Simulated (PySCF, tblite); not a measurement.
# Si₂PH₅ (triplet), a cluster model of a defect: EPR parameters

Aim: the EPR parameters of `[SiH]P[SiH3]`. It is drawn as: twofold Si.

Programs: tblite 0.8.0 and PySCF 2.14.0. All values are calculated, for the isolated system unless a continuum is named. Atoms count from 0, parts from 1.

## 1. The system as given

8 atoms, charge 0, multiplicity 3; geometry: distance geometry start.

## 2. Relaxing the cluster with GFN2-xTB

Job settings and geometry (Å):

```
{"job": {"kind": "relax", "xc": "GFN2-xTB", "basis": "xTB"}, "charge": 0, "multiplicity": 3}
Si     2.122923    -0.591601     0.608248
P      0.465965     0.878460     0.477271
Si    -1.343640    -0.269417    -0.091352
H      3.101172    -0.180258    -0.401982
H      0.677411     1.800567    -0.613482
H     -1.026789    -0.854601    -1.408371
H     -2.494473     0.595235    -0.134397
H     -1.490564    -1.389961     0.827730
```

With the program's defaults for keys left out, this is: GFN2-xTB geometry optimisation, gas phase.

The run is started by

```
> OMP_NUM_THREADS=1 python cluster_run.py task.json out
```

The driver reads the jobs from task.json and runs them one after another.

**Question.** The jobs that follow are: PBE0-D3(BJ)/def2-SVP geometry optimisation, gas phase; UKS B3LYP, IGLO-III on P Si, pcH-1 on H, non-relativistic, mean-field spin-orbit, GIAO; UKS BHandHLYP, IGLO-III on P Si, pcH-1 on H, non-relativistic, mean-field spin-orbit, GIAO. Predict: point group; rotational constants (main isotopes); D, E (B3LYP); g(iso) (B3LYP); ⟨S²⟩; largest a(iso).

The runs gave:

```
                            quantity                    value
                         point group                       C1
rotational constants (main isotopes)     9.45, 2.62, 2.15 GHz
                        D, E (B3LYP)       16.783, 0.017 cm⁻¹
                      g(iso) (B3LYP)                  2.00338
                                ⟨S²⟩       2.005 (exact 2.00)
                      largest a(iso)  29Si on Si0, -362.3 MHz
```

In words: Over 4 steps the energy fell by 0.117 eV; of the close pairs, Si2–H6 changed most, 1.440 to 1.495 Å (PBE0/def2-SVP). Most of the unpaired spin sits on Si0 (1.64 e). The isotropic g lies 1.1 ppt above the free-electron value. The coupling of 29Si on Si0 runs from -395.1 (BHandHLYP/IGLO-III+pcH-1) to -362.3 MHz (B3LYP/IGLO-III+pcH-1). The triplet was assumed; the singlet may lie lower.
